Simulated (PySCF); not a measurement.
# C3H2FO2−: excited states, first hyperpolarisability

Aim: compute the excited states, first hyperpolarisability of C3H2FO2− (`O=C/C=C(/[O-])F`).

Programs: PySCF 2.14.0, with routines of our own; each step states its level. All values are computed. Atoms count from 0.

### 1 The starting structure

8 atoms, charge -1, multiplicity 1; geometry from: GFN2-xTB.

### 2 Relaxing the molecule at PBE0-D3(BJ)/def2-TZVP

Job settings and geometry (Å):

```
{"job": {"xc": "PBE0", "basis": "def2-TZVP", "d3": "d3bj", "grid": 2, "kind": "geom"}, "charge": -1, "multiplicity": 1}
O     -2.161495    -1.009625     0.160521
C     -1.223693    -0.214077     0.034300
C      0.143452    -0.511783     0.076380
C      1.172695     0.400079    -0.068654
O      2.377746     0.277278    -0.053287
F      0.715300     1.745329    -0.276234
H     -1.460841     0.860364    -0.131468
H      0.445895    -1.538152     0.233878
```

Command:

```bash
OMP_NUM_THREADS=1 python excited_run.py task.json out
```

This one command runs all jobs of the session in turn.

The program printed:

```text
step   0  E = -365.64383038  max force = 0.018404
step   1  E = -365.64438722  max force = 0.003506
step   2  E = -365.64442608  max force = 0.002624
step   3  E = -365.64444235  max force = 0.002663
step   4  E = -365.64447137  max force = 0.001981
step   5  E = -365.64447870  max force = 0.000723
step   6  E = -365.64448037  max force = 0.000794
step   7  E = -365.64448331  max force = 0.000413
optimisation converged
```

It took 1.9 min on 1 thread of Intel Xeon Platinum 8175M at 2.50GHz, shared host; peak memory 0.8 GiB.

Relaxation path:

| step | energy from step 0 (eV) | largest force component (eV/Å) |
| --- | --- | --- |
| 0 | 0.0000 | 0.9464 |
| 1 | -0.0152 | 0.1803 |
| 2 | -0.0162 | 0.1349 |
| 3 | -0.0167 | 0.1369 |
| 4 | -0.0174 | 0.1019 |
| 5 | -0.0176 | 0.0372 |
| 6 | -0.0177 | 0.0408 |
| 7 | -0.0178 | 0.0212 |

Distances of close pairs at the start and the end, largest changes first:

| bond | before (Å) | after (Å) | change (Å) |
| --- | --- | --- | --- |
| C3–F5 | 1.436 | 1.404 | -0.032 |
| C2–C3 | 1.383 | 1.401 | +0.018 |
| C1–C2 | 1.400 | 1.407 | +0.007 |
| C3–O4 | 1.211 | 1.208 | -0.003 |
| C2–H7 | 1.082 | 1.084 | +0.003 |
| O0–C1 | 1.236 | 1.238 | +0.002 |
| C1–H6 | 1.113 | 1.112 | -0.001 |

The final coordinates are the input of the step that follows.

| at the end point | value |
| --- | --- |
| point group (found at 0.08 Å tolerance) | Cs |
| rotational constants (GHz, main isotopes) | 10.388, 2.074, 1.729 |

### 3 Excited states: TDA wB97X-D/def2-TZVPD

Job settings and geometry (Å):

```
{"job": {"kind": "states", "xc": "wB97X-D", "basis": "def2-TZVPD", "tda": true, "soc": true, "nstates": 6, "ntriplets": 5, "nquad": 4}, "charge": -1, "multiplicity": 1}
O     -2.165680    -1.019423     0.171715
C     -1.229950    -0.215577     0.068345
C      0.143474    -0.517369     0.034423
C      1.177300     0.419744    -0.086519
O      2.376977     0.283693    -0.132257
F      0.718690     1.743971    -0.171317
H     -1.464585     0.868843    -0.008203
H      0.451449    -1.554574     0.101684
```

Level: TDA wB97X-D/def2-TZVPD excited states, vertical, gas phase, spin-orbit mean-field couplings.

The program printed:

```text
coarse grid: 7760 points
cycle   1  E = -365.6219952281  dE =  1.050e+00  |g| = 1.267e+00  |ddm| = 2.773e+00
cycle   2  E = -365.2619493890  dE =  3.600e-01  |g| = 1.960e+00  |ddm| = 2.626e+00
cycle   3  E = -365.9127225570  dE = -6.508e-01  |g| = 1.707e-01  |ddm| = 1.839e+00
cycle   4  E = -365.9173761102  dE = -4.654e-03  |g| = 7.527e-02  |ddm| = 1.780e-01
cycle   5  E = -365.9182431486  dE = -8.670e-04  |g| = 1.953e-02  |ddm| = 8.059e-02
cycle   6  E = -365.9183170763  dE = -7.393e-05  |g| = 7.110e-03  |ddm| = 2.928e-02
cycle   7  E = -365.9183291730  dE = -1.210e-05  |g| = 2.291e-03  |ddm| = 1.583e-02
cycle   8  E = -365.9183305916  dE = -1.419e-06  |g| = 1.139e-03  |ddm| = 5.092e-03
final grid: 78392 points
cycle   9  E = -365.9134890377  dE = -8.653e-05  |g| = 1.144e-02  |ddm| = 2.784e-01
cycle  10  E = -365.9134769653  dE =  1.207e-05  |g| = 1.491e-02  |ddm| = 4.129e-02
cycle  11  E = -365.9135079323  dE = -3.097e-05  |g| = 9.565e-04  |ddm| = 8.042e-03
cycle  12  E = -365.9135080580  dE = -1.257e-07  |g| = 6.181e-04  |ddm| = 3.327e-03
cycle  13  E = -365.9135081314  dE = -7.339e-08  |g| = 1.071e-04  |ddm| = 1.806e-03
cycle  14  E = -365.9135081346  dE = -3.213e-09  |g| = 3.764e-05  |ddm| = 3.687e-04
cycle  15  E = -365.9135081353  dE = -7.193e-10  |g| = 1.243e-05  |ddm| = 1.749e-04
converged SCF energy = -365.9135081353

Singlet excitations
state   eV       nm        f     d(h-e)  d(exc)  Lambda  PR(NTO)  |dmu|/D   mu/D   main configurations
  1   4.7767   259.6   0.00127   1.148   2.595   0.396   1.050    3.086    2.120   H-1->L+3 0.85
  2   4.8604   255.1   0.00881   0.309   4.023   0.209   1.057    1.604    2.700   H->L 0.82, H->L+4 0.08
  3   5.3947   229.8   0.00789   0.911   3.591   0.192   1.084    7.609    8.712   H-1->L+1 0.46, H-1->L 0.45
  4   5.4104   229.2   0.00083   0.603   4.523   0.144   1.019    2.477    3.408   H->L+1 0.72, H->L+2 0.19
  5   5.6095   221.0   0.00013   0.134   4.504   0.155   1.017                     H->L+2 0.66, H->L+1 0.22
  6   5.7650   215.1   0.66842   0.465   2.954   0.591   1.389                     H->L+3 0.83

Triplet excitations (Tamm-Dancoff)
state   eV     d(h-e)  d(exc)  Lambda  PR(NTO)   main configurations
  1   3.6423   0.402   2.612   0.635   1.015   H->L+3 0.92
  2   4.3707   1.135   2.510   0.398   1.009   H-1->L+3 0.85
  3   4.8578   0.358   4.051   0.205   1.014   H->L 0.84, H->L+4 0.09
  4   5.3149   1.049   3.618   0.174   1.007   H-1->L+1 0.49, H-1->L 0.45
  5   5.3903   0.659   4.537   0.143   1.021   H->L+1 0.74, H->L+2 0.17
S1 - T1 = 1.1344 eV

Spin-orbit couplings |<S|Hso|T>| (cm-1)
             T1       T2       T3       T4       T5
S0        0.038   51.494    4.062   10.734    9.755
S1       25.149    0.085    0.184    4.765    0.232
S2        6.486    0.059    0.039   19.183    0.811
S3        0.120    7.816   19.599    0.164   20.436
S4        3.292    0.181    0.763   19.396    0.149
S5        1.567    0.186    1.212    9.584    0.849
S6        0.043   24.638    5.163    1.326    3.424
T1 sublevels (cm-1): 0.000 0.000 0.044   radiative rates (1/s): 0.000433 0.282 1.75
```

It took 51 s on 1 thread of Intel Xeon Platinum 8175M at 2.50GHz, shared host; peak memory 0.81 GiB.

In short:

| quantity | value |
| --- | --- |
| S1 less T1 | 1.13 eV |

### 4 Excited states: TDDFT CAM-B3LYP/aug-cc-pVTZ

The job, as its differences from that of step 3:

```diff
@@ -1,2 +1,2 @@
-{"job": {"kind": "states", "xc": "wB97X-D", "basis": "def2-TZVPD", "tda": true, "soc": true, "nstates": 6, "ntriplets": 5, "nquad": 4}, "charge": -1, "multiplicity": 1}
+{"job": {"kind": "states", "xc": "CAM-B3LYP", "basis": "aug-cc-pVTZ", "tpa": true, "nstates": 8, "nquad": 6, "ntriplets": 0}, "charge": -1, "multiplicity": 1}
 O     -2.165680    -1.019423     0.171715
```

Method: TDDFT CAM-B3LYP/aug-cc-pVTZ excited states, vertical, gas phase, two-photon moments by quadratic response.

The program printed:

```text
coarse grid: 7760 points
cycle   1  E = -365.6202858705  dE =  1.029e+00  |g| = 1.256e+00  |ddm| = 6.202e+00
cycle   2  E = -365.1105168486  dE =  5.098e-01  |g| = 2.139e+00  |ddm| = 4.318e+00
cycle   3  E = -365.8982637489  dE = -7.877e-01  |g| = 2.107e-01  |ddm| = 2.996e+00
cycle   4  E = -365.9054728462  dE = -7.209e-03  |g| = 8.959e-02  |ddm| = 3.459e-01
cycle   5  E = -365.9066517529  dE = -1.179e-03  |g| = 2.266e-02  |ddm| = 1.379e-01
cycle   6  E = -365.9067466785  dE = -9.493e-05  |g| = 8.242e-03  |ddm| = 3.985e-02
cycle   7  E = -365.9067602188  dE = -1.354e-05  |g| = 3.140e-03  |ddm| = 1.856e-02
cycle   8  E = -365.9067622754  dE = -2.057e-06  |g| = 1.188e-03  |ddm| = 6.466e-03
final grid: 78392 points
cycle   9  E = -365.8972247683  dE = -3.500e-05  |g| = 5.914e-03  |ddm| = 2.339e-01
cycle  10  E = -365.8972201005  dE =  4.668e-06  |g| = 8.258e-03  |ddm| = 2.331e-02
cycle  11  E = -365.8972300344  dE = -9.934e-06  |g| = 6.350e-04  |ddm| = 8.674e-03
cycle  12  E = -365.8972300828  dE = -4.841e-08  |g| = 4.026e-04  |ddm| = 1.504e-03
cycle  13  E = -365.8972301110  dE = -2.815e-08  |g| = 8.059e-05  |ddm| = 7.610e-04
cycle  14  E = -365.8972301125  dE = -1.499e-09  |g| = 2.188e-05  |ddm| = 2.087e-04
cycle  15  E = -365.8972301126  dE = -1.763e-10  |g| = 8.970e-06  |ddm| = 9.315e-05
converged SCF energy = -365.8972301126

Singlet excitations
state   eV       nm        f     d(h-e)  d(exc)  Lambda  PR(NTO)  |dmu|/D   mu/D   delta(TPA)   sigma/GM   main configurations
  1   4.0755   304.2   0.00663   1.029   4.953   0.146   1.006    5.289    6.723       22.35      0.136   H->L 0.93
  2   4.4083   281.3   0.00007   1.554   5.378   0.081   1.003    6.583    6.292       63.77      0.454   H->L+1 0.95
  3   4.7357   261.8   0.00042   1.163   2.605   0.319   1.009    3.098    2.069        2.66      0.022   H-1->L+6 0.61, H-1->L+3 0.22
  4   4.8571   255.3   0.00051   1.266   4.447   0.131   1.033    7.601    7.659      251.32      2.172   H-1->L 0.60, H-1->L+1 0.20, H-1->L+2 0.10
  5   5.0140   247.3   0.00012   0.897   5.138   0.128   1.014    3.527    1.754       13.89      0.128   H->L+2 0.94
  6   5.2220   237.4   0.13112   0.526   4.550   0.233   2.057    1.261    2.833      187.83      1.876   H->L+3 0.44, H-1->L+1 0.37
  7   5.2696   235.3   0.04986   0.769   4.726   0.234   2.041                                            H->L+3 0.45, H-1->L+1 0.33, H-1->L 0.12
  8   5.5109   225.0   0.32350   0.323   3.385   0.500   1.300                                            H->L+6 0.76, H->L+7 0.10
```

It took 79 s on 1 thread of Intel Xeon Platinum 8175M at 2.50GHz, shared host; peak memory 1 GiB.

### 5 First hyperpolarisability: quadratic response CAM-B3LYP/aug-cc-pVTZ

The job, as its differences from that of step 4:

```diff
@@ -1,2 +1,2 @@
-{"job": {"kind": "states", "xc": "CAM-B3LYP", "basis": "aug-cc-pVTZ", "tpa": true, "nstates": 8, "nquad": 6, "ntriplets": 0}, "charge": -1, "multiplicity": 1}
+{"job": {"kind": "beta", "xc": "CAM-B3LYP", "basis": "aug-cc-pVTZ"}, "charge": -1, "multiplicity": 1}
 O     -2.165680    -1.019423     0.171715
```

Level: quadratic response CAM-B3LYP/aug-cc-pVTZ first hyperpolarisability, Taylor convention, gas phase.

The program printed:

```text
coarse grid: 7760 points
cycle   1  E = -365.6202858705  dE =  1.029e+00  |g| = 1.256e+00  |ddm| = 6.202e+00
cycle   2  E = -365.1105168486  dE =  5.098e-01  |g| = 2.139e+00  |ddm| = 4.318e+00
cycle   3  E = -365.8982637489  dE = -7.877e-01  |g| = 2.107e-01  |ddm| = 2.996e+00
cycle   4  E = -365.9054728462  dE = -7.209e-03  |g| = 8.959e-02  |ddm| = 3.459e-01
cycle   5  E = -365.9066517529  dE = -1.179e-03  |g| = 2.266e-02  |ddm| = 1.379e-01
cycle   6  E = -365.9067466785  dE = -9.493e-05  |g| = 8.242e-03  |ddm| = 3.985e-02
cycle   7  E = -365.9067602188  dE = -1.354e-05  |g| = 3.140e-03  |ddm| = 1.856e-02
cycle   8  E = -365.9067622754  dE = -2.057e-06  |g| = 1.188e-03  |ddm| = 6.466e-03
final grid: 78392 points
cycle   9  E = -365.8972247683  dE = -3.500e-05  |g| = 5.914e-03  |ddm| = 2.339e-01
cycle  10  E = -365.8972201005  dE =  4.668e-06  |g| = 8.258e-03  |ddm| = 2.331e-02
cycle  11  E = -365.8972300344  dE = -9.934e-06  |g| = 6.350e-04  |ddm| = 8.674e-03
cycle  12  E = -365.8972300828  dE = -4.841e-08  |g| = 4.026e-04  |ddm| = 1.504e-03
cycle  13  E = -365.8972301110  dE = -2.815e-08  |g| = 8.059e-05  |ddm| = 7.610e-04
cycle  14  E = -365.8972301125  dE = -1.499e-09  |g| = 2.188e-05  |ddm| = 2.087e-04
cycle  15  E = -365.8972301126  dE = -1.763e-10  |g| = 8.970e-06  |ddm| = 9.315e-05
converged SCF energy = -365.8972301126

Lowest singlets (eV, f): 4.0755 0.0066  4.4083 0.0001  4.7357 0.0004

First hyperpolarisability (au)
process     nm      |vector|   parallel      HRS      DR
static         -       85.83     -14.27      83.17   1.798
shg       1907.0       92.55     -13.95      88.88   1.807
eope      1907.0       87.98     -14.19          -       -
shg       1064.0      110.81     -11.81     104.67   1.814
eope      1064.0       93.06     -13.91          -       -
```

Wall time 58 s (1 thread of Intel Xeon Platinum 8175M at 2.50GHz, shared host); peak memory 1 GiB.

### 6 Outcome

| quantity | value |
| --- | --- |
| point group | Cs |
| rotational constants (main isotopes) | 10.39, 2.07, 1.73 GHz |
| S1 less T1 (step 3, TDA wB97X-D/def2-TZVPD) | 1.13 eV |
| β vector (step 5, quadratic response CAM-B3LYP/aug-cc-pVTZ) | static 86, SHG 1907.0 nm 93, SHG 1064.0 nm 111 au |

**Reading.** The optimisation took 7 steps and gained 0.018 eV; among the close pairs (by a distance rule), C3–F5 changed most, from 1.436 to 1.404 Å. No frequency check was run at this level, so the end point may be a saddle. For an anion in the gas phase, states above the energy of detachment are held by the basis alone, so excitations and responses hang on it. In step 3, the number of triplets below S1 is 2, and the largest singlet-triplet spin-orbit coupling is S0–T2, 51.49 cm⁻¹. β grows from 86 au (static) to 111 au for doubling at 1064.0 nm: normal dispersion, which grows as twice the photon energy moves toward the bright states.
